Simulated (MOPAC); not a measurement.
MOPAC input (AM1):

```
AM1 FORCE THERMO(298,298) PRECISE LET GEO-OK AUX(PRECISION=9) THREADS=1
CHN

C     0.00000000 1   -0.00000000 1   -0.74098385 1
N    -0.00000000 1    0.00000000 1    0.43736830 1
H     0.00000000 1   -0.00000000 1    1.40453393 1
```

Q: Which zero-point energy does it print?

A: 10.74 kcal/mol, from the harmonic wavenumbers of AM1.
